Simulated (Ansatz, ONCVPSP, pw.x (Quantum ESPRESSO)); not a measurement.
**pw.x on bcc Cu: one setting changed**

Potential: optimised norm-conserving Vanderbilt (ONCV), ONCVPSP 4.0.1.1 (patched build), LDA (Perdew-Wang 92); core [Ar], reference 3d10 4s1; waves: 4s: rc 2.50 bohr, ncon 4, nbas 8, qcut 2.4 1/bohr, 3 projectors, debl 2.1 Ha; p scattering state at 0.04 Ha: rc 2.50 bohr, ncon 4, nbas 9, qcut 3.7 1/bohr, 2 projectors, debl 1.7 Ha; 3d: rc 1.20 bohr, ncon 3, nbas 8, qcut 11.9 1/bohr, 2 projectors, debl 3.9 Ha; local part: polynomial inside 0.90 bohr (lpopt 1, dvloc0 0 Ha); core correction: Teter function, fcfact 2.25, rcfact 1.5. In the p channel the program set the typed energies aside and used 0.050, 1.750 Ha.

The reference run (k-mesh 16³, cutoffs 155/620 Ry, Fermi–Dirac 0.01 Ry, mixing_beta 0.4, conv_thr 1e-9, no spin) gives -1.09 GPa at 10.940 Å³/atom, where all-electron LAPW gives -0.14 GPa. This run, with its own iteration cap, changes mixing_ndim to 2.

```
&control
  calculation='scf', prefix='x', pseudo_dir='./', outdir='./tmp', tstress=.true., disk_io='none'
/
&system
  ibrav=0, nat=1, ntyp=1, ecutwfc=155, ecutrho=620, nbnd=13,
  occupations='smearing', smearing='fd', degauss=0.01
/
&electrons
  conv_thr=1e-09, mixing_beta=0.4, electron_maxstep=50, mixing_ndim=2
/
ATOMIC_SPECIES
Cu 1.0 Cu.UPF
CELL_PARAMETERS angstrom
  -1.39846771 1.39846771 1.39846771
  1.39846771 -1.39846771 1.39846771
  1.39846771 1.39846771 -1.39846771
ATOMIC_POSITIONS crystal
Cu 0.0000 0.0000 0.0000
K_POINTS automatic
16 16 16 0 0 0
```

```bash
pw.x < Cu.scf.in > Cu.scf.out
```

Q: How does the run end?

A: It converges in 9 iterations; the free energy moves by +0.0 meV/atom and the pressure by +0.00 GPa. The result is that of the reference run.

```
Message from routine setup:
     using ibrav=0 with symmetry is DISCOURAGED, use correct ibrav instead
     lattice parameter (alat)  =       4.5773  a.u.
     unit-cell volume          =      73.8268 (a.u.)^3
     number of electrons       =        11.00
     number of Kohn-Sham states=           13
     kinetic-energy cutoff     =     155.0000  Ry
     charge density cutoff     =     620.0000  Ry
     scf convergence threshold =      1.0E-09
     Exchange-correlation= SLA  PW   NOGX NOGC
     number of k points=   145  Fermi-Dirac smearing, width (Ry)=  0.0100
     iteration #  1     ecut=   155.00 Ry     beta= 0.40
     total energy              =    -106.06786838 Ry
     estimated scf accuracy    <       0.34944173 Ry
     iteration #  2     ecut=   155.00 Ry     beta= 0.40
     total energy              =    -106.16880618 Ry
     estimated scf accuracy    <       0.10556919 Ry
     iteration #  3     ecut=   155.00 Ry     beta= 0.40
     total energy              =    -106.18497479 Ry
     estimated scf accuracy    <       0.00118430 Ry
     [... 3 iterations left out ...]
     iteration #  7     ecut=   155.00 Ry     beta= 0.40
     total energy              =    -106.18541899 Ry
     estimated scf accuracy    <       0.00000015 Ry
     iteration #  8     ecut=   155.00 Ry     beta= 0.40
     total energy              =    -106.18541899 Ry
     estimated scf accuracy    <       0.00000003 Ry
     iteration #  9     ecut=   155.00 Ry     beta= 0.40
     the Fermi energy is    13.7777 ev
!    total energy              =    -106.18541900 Ry
     estimated scf accuracy    <          5.9E-11 Ry
     smearing contrib. (-TS)   =      -0.00156417 Ry
     The total energy is F=E-TS. E is the sum of the following terms:
     one-electron contribution =     -22.05631516 Ry
     hartree contribution      =      26.68896182 Ry
     xc contribution           =     -27.50326997 Ry
     ewald contribution        =     -83.31323152 Ry
     convergence has been achieved in   9 iterations
          total   stress  (Ry/bohr**3)                   (kbar)     P=      -10.93
     Message from routine punch:
     Nothing written, as per user request (disk_io='none')
```

The run took about 1.9 min on one core of a shared host (Neoverse-N1, 64 threads, 124 GiB, load 44).
